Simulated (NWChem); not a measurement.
## Correlation energy of O2 (+1)

```xyz
2

O      0.0000     0.0000     0.5535
O      0.0000     0.0000    -0.5535
```
Charge +1, spin multiplicity 2.

All runs are NWChem calculations. The geometry was optimised at UB3LYP/def2-SVP, a minimum by its harmonic frequencies.

Basis set: 3-21G. Each correlation energy counts from its own Hartree-Fock reference.

```
method           correlation energy (mHa)
---------------  ------------------------
CCSD on UHF                        -268.6
CCSD(T) on ROHF                    -283.8
SCS-UMP2                           -276.0
CCSD(T) on UHF                     -278.3
UMP2                               -290.6
CCSDT on ROHF                      -283.3
CCSD on ROHF                       -273.5
CCSD[T] on UHF                     -279.4
CCSD[T] on ROHF                    -284.6
```

The values span 21.9 mHa, from UMP2 (lowest) to CCSD on UHF (highest). 

The correlated methods keep 2 core orbitals frozen. The structure started from a generated list of species. The unpaired electrons of the parent sit in orbitals of symmetry b2g (D2h labels of the run); other states weren't searched. No SCF solution was tested for a lower state. Open-shell Hartree-Fock references start from PBE0 orbitals. Coupled-cluster values serve here as a point of comparison, not as the truth.
